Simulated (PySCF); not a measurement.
Dissociation curve of C2H2, SMILES C#C. The C1–H4 bond (C1 also carries C; H4 carries nothing else) is varied alone, starting from the PBE0/def2-TZVP optimised geometry.

Methods: RHF/cc-pVDZ (PySCF); RKS-B3LYP = PySCF 2.14.0 with restricted B3LYP/cc-pVDZ; CASSCF(2,2)/cc-pVDZ (PySCF); RKS-BHandHLYP = restricted BHandHLYP/cc-pVDZ in PySCF 2.14.0; UMP2 = MP2 on UHF/cc-pVDZ, 2 core orbitals frozen in PySCF.

Energies are in kcal/mol, each relative to the lowest point of its own curve near equilibrium.

```tsv
R / Å	RHF	RKS-B3LYP	CASSCF(2,2)	RKS-BHandHLYP	UMP2
0.80	60.0	60.4	63.6	59.3	62.5
0.85	35.3	36.0	38.3	35.0	37.4
0.91	16.1	16.8	18.4	16.0	17.7
0.95	8.1	8.7	9.8	8.1	9.3
0.99	3.2	3.6	4.3	3.2	3.9
1.02	1.0	1.3	1.7	1.1	1.5
1.06	0.0	0.0	0.0	0.0	0.0
1.10	0.6	0.3	0.0	0.5	0.2
1.14	2.5	1.8	1.2	2.3	1.7
1.17	4.7	3.6	2.9	4.4	3.5
1.24	11.5	9.6	8.3	10.9	9.5
1.32	21.4	18.3	16.6	20.3	18.4
1.45	40.1	34.9	32.1	38.0	35.4
1.60	62.9	54.9	50.7	59.4	60.0
1.77	88.1	76.6	70.0	82.9	98.6
1.94	111.3	96.2	86.2	104.2	119.1
2.11	132.2	113.2	98.8	123.1	130.0
2.33	155.7	131.7	110.2	143.8	137.2
2.62	181.2	150.4	118.6	165.5	141.1
2.91	201.4	164.0	122.4	181.9	142.5
3.23	218.8	174.7	124.1	195.3	143.1
3.72	237.9	185.0	124.9	209.0	143.4
```

At the longest distance, 3.72 Å, RHF lies highest above its minimum (237.9 kcal/mol) and CASSCF(2,2) lowest (124.9 kcal/mol).

The restricted form behind RHF, RKS-B3LYP, RKS-BHandHLYP keeps the bonding electrons paired and can't separate into open-shell fragments. At the longest distance RKS-B3LYP, RKS-BHandHLYP leaves fractional charges on the fragments, a sign of delocalisation error or of the restricted form. The unrestricted determinant behind UMP2 is spin-contaminated at 1.60 to 3.72 Å (<S²> up to 1.3, against 0.00 for a pure singlet).
